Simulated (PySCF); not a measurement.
The scaffold HS-X carries different groups X. Isolated molecules, 0 K electronic values unless said otherwise. One relaxed conformer stands for each flexible species; it need not be the lowest. Strings in code marks are SMILES.

The numbers are results of PBE-D3(BJ)/def2-TZVP // B3LYP-D3(BJ)/def2-TZVP in PySCF 2.14.0, not measurements. Excitations are Tamm–Dancoff values on a coarser integration grid. The basis has no diffuse functions, so Rydberg states are missing or too high.

| species | S1 oscillator strength | S1–T1 gap (TDA) (eV) | HOMO (eV) |
|---|---|---|---|
| X = H (`S`) | – | – | -6.19 |
| X = tert-butyl (`C(S)(C)(C)C` (C–C–S–H torsion 180°)) | … | 0.44 | … |
| X = hydroxy (`OS` (H–O–S–H torsion 91°)) | … | 0.90 | -5.75 |
| X = dimethylamino (`CN(S)C` (C–N–S–H torsion 67°)) | 0.006 | 0.52 | -5.53 |
| X = mercapto (`SS` (H–S–S–H torsion 90°)) | 0.002 | 0.76 | -6.28 |
| X = ethynyl (`SC#C`) | 0.000 | 0.38 | -5.83 |
| X = selanyl (`S[SeH]` (H–S–Se–H torsion 90°)) | 0.004 | … | -6.02 |
| X = methylamino | 0.004 | … | -5.61 |

Task: What belongs in the gaps?

Result: 
- X = tert-butyl (`C(S)(C)(C)C` (C–C–S–H torsion 180°)), S1 oscillator strength: 0.004
- X = tert-butyl (`C(S)(C)(C)C` (C–C–S–H torsion 180°)), HOMO (eV): -5.45
- X = hydroxy (`OS` (H–O–S–H torsion 91°)), S1 oscillator strength: 0.001
- X = selanyl (`S[SeH]` (H–S–Se–H torsion 90°)), S1–T1 gap (TDA) (eV): 0.68
- X = methylamino, S1–T1 gap (TDA) (eV): 0.62
